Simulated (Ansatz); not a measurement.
A made-up structure of C$_{2}$HN, singlet:

```xyz
4
angstrom
C -0.1335 0.1168 -0.2256
C 1.0409 -0.1221 0.3337
N -0.3002 -0.5262 0.9180
H -0.6266 0.5484 -1.0588
```

It is relaxed with PBE-D4/def2-SVP and then PBE0-D4/def2-TZVP (Ansatz 0.2.0). Atoms count as bonded within 1.22 times the sum of their covalent radii (H–H: 0.88 Å). The end point is not checked to be a true minimum.

Task: Does its bonding change? (A judgement: the text doesn't fix the answer.)

Result: The calculation gives: No: no bond forms or breaks.

Where it ends: The first stage lowers the energy by 0.39 eV in 7 steps. It ends as C₂HN (C1=CN=1):
```
4
angstrom
C -0.1000 0.1424 -0.2682
C 1.0520 -0.1834 0.4456
N -0.2507 -0.4843 0.8476
H -0.7207 0.5422 -1.0578
```

For scale, one of the runs: PBE0-D4/def2-TZVP relaxation, 99 basis functions, launched by `ansatz run in.yaml --threads 2 --pin off --events-out ev --progress --plain --max-ram 4352MiB`. Hardware: 2 CPU threads of an Arm Neoverse V2, shared host. Wall time about 4.4 s.
